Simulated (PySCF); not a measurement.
Molecule: `InChI=1S/C2H7PS/c1-3(2)4/h3H,1-2H3`.

Bonds (- single, = double, # triple, : aromatic): C1-P2 1.822 Å, P2-C3 1.821 Å, P2=S4 1.943 Å. C1 carries H5, H6, H7; P2 carries H8; C3 carries H9, H10, H11.

Geometry PBE0-D3(BJ)/def2-SVP throughout; GIAO in PySCF 2.14, gas phase, one conformer, non-relativistic; equivalent atoms averaged; functional PBE0.

Task: How do the shifts δ (against TMS, H3PO4, CS2 at the same level) depend on the basis set? (ppm; last column core-seconds on 1 thread of an Arm Neoverse V2, shared host)

Result: 
```csv
basis set,functions,C1/C3,P2,S4,H8,H5/H6/H7/H9/H10/H11,core-s
STO-3G,35,13.3,-100.5,-145.6,2.78,0.89,2
6-31G,58,20.0,-80.9,-222.3,5.77,1.19,4
6-31G*,78,20.0,-8.1,-238.9,6.75,1.14,5.1
def2-SVP,99,21.3,-15.0,-210.3,7.04,1.27,5.8
"6-311+G(2d,p)",166,23.0,-19.1,-221.1,7.48,1.47,12
def2-TZVP,178,22.8,-15.9,-234.0,7.49,1.46,14
```

Task: Which nucleus moves most, in ppm?

Result: S4 (sulfur bonded to P): from -238.9 ppm with 6-31G* to -145.6 ppm with STO-3G. The smallest spread is 0.58 ppm, at H5/H6/H7/H9/H10/H11. Proton shifts span only some 12 ppm, so a few tenths of a ppm matter as much there as several ppm in carbon.

Task: Taking the largest basis, def2-TZVP (178 functions), as the yardstick, rank the others by their worst heavy-atom deviation.

Result: 6-31G* 7.8 ppm (78 functions), 6-311+G(2d,p) 12.8 ppm (166 functions), def2-SVP 23.7 ppm (99 functions), 6-31G 65.0 ppm (58 functions), STO-3G 88.3 ppm (35 functions).

A small basis that lands close on one nucleus may do so by chance; judge by the trend and by all nuclei.
